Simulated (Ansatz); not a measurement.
This Ansatz (a first-principles code) input (HF/aug-cc-pVQZ) gives -92.91536 Eh with 206 basis functions. A basis named .json is the Basis Set Exchange file of that set (core-valence sets with the plain set on hydrogen).

Ansatz 0.2 input:
```yaml
crystal:
  periodic: [false, false, false]
  atoms:
    - {symbol: C, position_ang: [-0.00000000, -0.00000000, -0.49689011]}
    - {symbol: N, position_ang: [0.00000000, 0.00000000, 0.64927938]}
    - {symbol: H, position_ang: [-0.00000000, -0.00000000, -1.56361504]}
basis:
  gaussian:
    orbitals: aug-cc-pVQZ
    fitting: {mean_field: cc-pVTZ-JKFIT.json}
hamiltonian:
  xc: {name: HF}
magnetization: {spin_polarized: false}
```

Change:
```diff
- fitting: {mean_field: cc-pVTZ-JKFIT.json}
+ fitting: {mean_field: def2-universal-JKFIT.json}
```

Question: What does the run give now?

Answer: -92.91543 Eh (HF/aug-cc-pVQZ, 206 functions), a change of -0.07 mEh.
